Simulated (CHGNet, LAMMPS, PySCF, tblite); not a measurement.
**How well does each level of theory give the cohesive energy of rock-salt NaF?**

Reference value: 3.97 eV/atom (measured, static lattice: zero-point vibration energy added; as tabulated in Mejia-Rodriguez and Trickey (2018), arXiv:1807.09216).

```tsv
level (code)	value (eV/atom)	cell (Å³/atom)
EIM (LAMMPS)	3.88	12.27
GFN1-xTB (tblite)	4.45	12.86
CHGNet 0.3.0	3.68	12.99
PBE (PySCF)	___	13.03
Hartree–Fock (PySCF)	2.90 ± 0.04	12.25
```

Fill in the missing entries.


- PBE (PySCF), value (eV/atom): 3.82 ± 0.04

Errors against the reference: EIM -0.09 eV/atom, GFN1-xTB +0.48 eV/atom, CHGNet 0.3.0 -0.29 eV/atom, PBE -0.15 eV/atom, Hartree–Fock -1.07 eV/atom.

Leaving aside GFN1-xTB (doubt noted below), CHGNet 0.3.0 (doubt noted below): Closest of the ranked levels: EIM (-0.09 eV/atom). Farthest off among them: Hartree–Fock (-1.07 eV/atom). Within 0.3 eV/atom: EIM, PBE.

A ± on a computed value is a rough bar: the spread of its extrapolation, a floor set from checks against published values, or a statistical error. GFN1-xTB: the free atoms are run in the same model without spin. GFN1-xTB: the method was fitted mainly to molecules. GFN1-xTB: the run uses a supercell at the zone centre in place of a k mesh. CHGNet 0.3.0: free atoms can lie outside what these potentials were trained on. CHGNet 0.3.0: the energies of CHGNet 0.3.0 can hold anion corrections fitted to measured formation enthalpies. Each level is taken at its own relaxed cell.

Empirical potentials (EIM) are fitted to chosen data: where that held the value shown, agreement is built in, and what lay outside the fit can be far off. Machine-learned potentials (CHGNet 0.3.0) are trained on DFT data: a solid inside that data is no test of them.

Differences are worked out from the printed values.
